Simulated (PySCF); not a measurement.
Gas-phase reaction: 2 SiH2ClNH2 + 5 SiH4 = 2 trisilylamine + 4 H2 + SiH2Cl2

Computed with PySCF and rigid-rotor harmonic-oscillator thermochemistry at 1 bar. † marks an energy on the PBE0/def2-TZVP geometry and frequencies; other levels use their own. MP2 and CCSD(T) freeze the core. 6-31G* has spherical d functions here. All species are closed-shell singlets. B3LYP is the form with VWN-RPA correlation. SiH2ClNH2: computed as isolated molecules; such fragments, hydroxides, amides, oligomers or adducts are transient or little studied in the gas. MP2 isn't extrapolated to the basis-set limit; its ΔH°(298 K) is -113.3 kJ in def2-SVP and -165.0 kJ in def2-TZVPP. CCSD(T) isn't extrapolated to the basis-set limit. The harmonic model lacks anharmonicity and excited electronic states, which grow with temperature; levels with a mode under 35 cm⁻¹ are left out. Internal rotation in SiH2ClNH2, trisilylamine is treated as a harmonic vibration of one conformer, which makes the entropy rough.

| level | ΔE electronic, kJ | ΔH°(298 K), kJ | ΔS°(298 K), J/K | ΔG°(1200 K), kJ |
|---|---|---|---|---|
| B3LYP/6-31G* | -26 | -65 | -64 | -36 |
| BLYP/def2-TZVP† | -36 | -76 | -70 | -39 |
| CCSD(T)/def2-SVP† | -45 | -85 | -70 | -49 |
| MP2/def2-SVP† | -73 | -113 | -70 | -77 |
| PBE/def2-TZVP† | -53 | -93 | -70 | -57 |
| r2SCAN/def2-TZVP† | -98 | -138 | -70 | -101 |
| LDA/def2-TZVP† | -79 | -119 | -70 | -82 |
| ωB97M-V/def2-TZVP† | -99 | -140 | -70 | -103 |
| ωB97X-V/def2-TZVP† | -89 | -129 | -70 | -93 |
ΔH° is lowest at ωB97M-V/def2-TZVP† and highest at B3LYP/6-31G*. No reference value is set beside these.
